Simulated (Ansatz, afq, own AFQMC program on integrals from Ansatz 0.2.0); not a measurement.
## C3H9N, singlet: energetics from AFQMC and coupled cluster

```xyz
13

C    -0.8127    0.9189   -0.6597
C    -0.0925   -0.3157   -0.1380
C     1.3899   -0.0484    0.0772
N    -0.6909   -0.7142    1.1276
H    -1.8827    0.7141   -0.8276
H    -0.7377    1.7389    0.0717
H    -0.3846    1.2571   -1.6156
H    -0.1776   -1.1049   -0.9195
H     1.8797    0.2630   -0.8579
H     1.9083   -0.9508    0.4405
H     1.5268    0.7442    0.8296
H    -1.6761   -0.9378    0.9973
H    -0.2498   -1.5643    1.4745
```

Geometry: a PBE0/def2-SVP stationary point, not shown to be a minimum. Basis def2-TZVP. Noble-gas cores (and the filled d shells of Ga–Kr and In–Xe) are frozen. Integrals, coupled cluster, full CI and functionals: Ansatz 0.2.0; the random walks run on the same integrals in our own AFQMC program. The CISD trial takes its coefficients from CCSD amplitudes. Released means that phaseless walkers are propagated on without the constraint, phases kept. ± is one standard error of the sampling.

Best estimates are CCSD(T) at the basis-set limit (def2-TZVPP/QZVPP) plus the step from CCSD(T) to the highest rung at hand in def2-TZVP, named in the table (released AFQMC can keep some 10 meV of bias). Fragments are relaxed and keep their bonds. No zero-point, core-correlation or spin–orbit terms. Other levels are in def2-TZVP; a dash marks a level that is missing or breaks spin symmetry for a member.

Cautions: C₃H₉N (singlet): the released value is read at 0.63 1/Eh with a noise of 24 meV, more than in the cases checked, later times being too noisy (meV from the phaseless value at times in 1/Eh: 6 ± 22 at 0.21, 2 ± 26 at 0.42, -27 ± 24 at 0.63, -7 ± 57 at 0.90); C₂H₆N (doublet): the released value is read at 0.99 1/Eh with a noise of 12 meV, more than in the cases checked, later times being too noisy (meV from the phaseless value at times in 1/Eh: 11 ± 11 at 0.24, 21 ± 11 at 0.51, 34 ± 12 at 0.99, 37 ± 24 at 1.50).

| process | best estimate (kJ/mol) | highest rung |
| --- | --- | --- |
| C2–C3 → C2H6N (doublet) + CH3 (doublet) | 378 ± 3 | released AFQMC |
| to free atoms | 4914 ± 2 | released AFQMC |

Errors against the best estimates in kJ/mol, the processes numbered in the order above:

```json
{"level": "MP2", "error, 1": "9", "error, 2": "-156"}
{"level": "CCSD(T)", "error, 1": "-11", "error, 2": "-180"}
{"level": "ph-AFQMC/CISD", "error, 1": "-13 ± 2", "error, 2": "-179 ± 2"}
{"level": "CCSD(T)/CBS", "error, 1": "-4", "error, 2": "-1"}
{"level": "PBE", "error, 1": "-30", "error, 2": "61"}
{"level": "r2SCAN", "error, 1": "-47", "error, 2": "-19"}
{"level": "PBE0", "error, 1": "-29", "error, 2": "-2"}
{"level": "B3LYP", "error, 1": "-47", "error, 2": "-26"}
{"level": "wB97M-V", "error, 1": "-7", "error, 2": "5"}
{"level": "B2PLYP", "error, 1": "-28", "error, 2": "-69"}
```

Cost at the first geometry (cards were shared with other jobs): PBE0/def2-TZVP, 7 s on 1 thread of AMD EPYC 7R13 Processor (Zen 3), on a shared host; RCCSD(T)/def2-TZVP, 14 s on 1 × NVIDIA H100 80GB HBM3 with 1 thread of AMD EPYC 7R13 Processor (Zen 3) (shared host); CCSD(T)/def2-QZVPP, 32 s on 1 × NVIDIA H100 80GB HBM3 with 1 thread of AMD EPYC 7R13 Processor (Zen 3) (shared host); ph-AFQMC/CISD with release, 4.1 min on 1 × NVIDIA H100 80GB HBM3 with 2 threads of AMD EPYC 7R13 Processor (Zen 3) (shared host).

Best estimates are given only where the step beyond CCSD(T) is under 0.3 eV and no member's determinant is very poor (T1 over 0.05, or 0.07 for open shells, ⟨S²⟩ too high by 0.3, two states mixed), so the hardest cases are missing from such tables.

The functionals ran in a triple-zeta set and keep a basis error of their own, a few kJ/mol for each bond in atomization energies and more for double hybrids, so close places among them and the extrapolated levels can swap.

Each member of a difference takes its own highest rung, so a best estimate needn't equal the limit plus the step of one row. Released energies are given only where the last usable release times agree within the noise; a slower fall can still hide under it.
